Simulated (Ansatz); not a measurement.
**C3H3F3: up Jacob's ladder to CCSD(T)**

The task here is to estimate one member of a computed series from the others.

Program: Ansatz 0.2.0, Gaussian basis. Level of theory: functionals in def2-TZVPP, the program's frozen cores in correlated methods. These are calculated values, not measurements.

The runs, in order: LDA (SPW92), PBE-D4, revPBE-D4, BLYP-D4, r2SCAN-D4, B97M-V, PBE0-D4, B3LYP-D4, r2SCANh-D4, r2SCAN0-D4, HSE06-D4, BHLYP-D4, CAM-B3LYP-D4, LC-ωPBE, ωB97X-V, ωB97M-V, B2PLYP, PBE-QIDH; CCSD(T)/def2-SVP; CCSD(T)/def2-TZVPP; MP2/def2-QZVPP; extrapolation to the limit; RPA on PBE.

### The geometry

The geometry comes from an earlier relaxation with PBE0-D4 in a triple-zeta def2 set; it is a stationary point, not always the lowest conformer.

SMILES `F/C=C(\F)CF`, 9 atoms, charge 0, spin multiplicity 1.

Atoms are counted from 1 here; the program's logs count them from 0.

Bond lengths: F1–C2 1.331 Å, C2–C3 1.321 Å, C2–H7 1.080 Å, C3–F4 1.336 Å, C3–C5 1.489 Å, C5–F6 1.372 Å, C5–H8 1.096 Å, C5–H9 1.096 Å. Angles: F1–C2–C3 121.8°, F1–C2–H7 115.4°, C3–C2–H7 122.8°, C2–C3–F4 121.8°, C2–C3–C5 125.9°, F4–C3–C5 112.3°, C3–C5–F6 110.6°, C3–C5–H8 110.0°, C3–C5–H9 110.0°, F6–C5–H8 108.8°, F6–C5–H9 108.8°, H8–C5–H9 108.5°.

Set-up of the first run:

The input, in.yaml:

```yaml
crystal:
  periodic: [false, false, false]
  atoms:
    - {symbol: F, position_ang: [1.670731, -1.667827, -1.018828]}
    - {symbol: C, position_ang: [1.167185, -0.601134, -0.402069]}
    - {symbol: C, position_ang: [-0.133360, -0.443137, -0.232722]}
    - {symbol: F, position_ang: [-1.014780, -1.346143, -0.670996]}
    - {symbol: C, position_ang: [-0.792685, 0.709328, 0.440678]}
    - {symbol: F, position_ang: [0.143551, 1.611632, 0.878150]}
    - {symbol: H, position_ang: [1.894101, 0.118591, -0.055116]}
    - {symbol: H, position_ang: [-1.471259, 1.213575, -0.256435]}
    - {symbol: H, position_ang: [-1.374885, 0.358714, 1.300237]}
basis:
  gaussian: {orbitals: def2-TZVPP}
hamiltonian: {xc: lda}
output: {orbitals: {seedname: orbitals}}
```

The run is started by

```bash
$ ansatz run in.yaml --threads 4 --pin off --events-out ev --progress --plain --max-ram 10444MiB
```

Among the steps run: LDA; PBE-D4 (GGA); revPBE-D4 (GGA); BLYP-D4 (GGA); r2SCAN-D4 (meta-GGA); B97M-V (meta-GGA); PBE0-D4 (hybrid); B3LYP-D4 (hybrid); r2SCANh-D4 (hybrid); r2SCAN0-D4 (hybrid); HSE06-D4 (hybrid); BHLYP-D4 (hybrid); CAM-B3LYP-D4 (range-separated); LC-ωPBE (range-separated); ωB97X-V (range-separated); ωB97M-V (range-separated); B2PLYP (double hybrid); PBE-QIDH (double hybrid).

One of the session's tables, all rows but one given; the rest of the session is left out.

It belongs to the step «Frontier levels by functional». 

```
  functional  HOMO (eV)  LUMO (eV)  gap (eV)
 LDA (SPW92)      -6.36      -0.87      5.48
      PBE-D4      -6.15      -0.62      5.54
   revPBE-D4      -6.07      -0.52      5.56
     BLYP-D4      -6.06      -0.55      5.52
   r2SCAN-D4      -6.40      -0.39      6.02
      B97M-V      -6.48      -0.34      6.14
     PBE0-D4          ?          ?         ?
    B3LYP-D4      -7.30       0.09      7.39
  r2SCANh-D4      -6.90      -0.02      6.89
  r2SCAN0-D4      -7.66       0.53      8.19
    HSE06-D4      -7.09       0.00      7.09
    BHLYP-D4      -8.73       1.45     10.18
CAM-B3LYP-D4      -8.91       1.49     10.40
     LC-ωPBE     -10.23       2.73     12.97
     ωB97X-V      -9.85       2.68     12.53
     ωB97M-V      -9.76       2.55     12.31
```

**Question.** Estimate the row for PBE0-D4.

**Answer.** HOMO (eV): -7.49; LUMO (eV): 0.39; gap (eV): 7.88. In the column «HOMO (eV)» it lies between r2SCAN0-D4 (-7.66) and B3LYP-D4 (-7.30).
